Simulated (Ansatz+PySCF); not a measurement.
Values are calculated unless marked as measured or tabulated.
Input for Ansatz (development build ahead of 0.2.0):

```yaml
crystal:
  periodic: [false, false, false]
  atoms:
    - { symbol: O, position_ang: [0.0, 0.0, 0.0] }
    - { symbol: H, position_ang: [0.93352, 0.0, 0.78332] }
    - { symbol: H, position_ang: [-1.40716, 0.0, 1.18075] }
basis:
  gaussian: { orbitals: "6-31G" }
magnetization:
  spin_polarized: true
  initial_magnetization: 2
hamiltonian:
  xc: hf
correlation:
  method: ccsd_t
  frozen_orbitals: { H: 0, O: 1 }
```

The input is written out in the form of the current development build from the run's settings.

Results

```json
{"Converged": "yes", "Reference energy": "-75.81464 hartree", "CCSD correlation energy": "-0.11244 hartree", "Triples correction": "-0.00115 hartree", "Total energy": "-75.92823 hartree", "Spin squared of the determinant": "2.049", "Stability test": "minimum", "T1 diagnostic": "0.025", "Largest doubles amplitude": "0.08", "Occupied orbitals by symmetry in an Abelian subgroup (alpha; beta)": "5 A' 1 A''; 4 A'"}
```
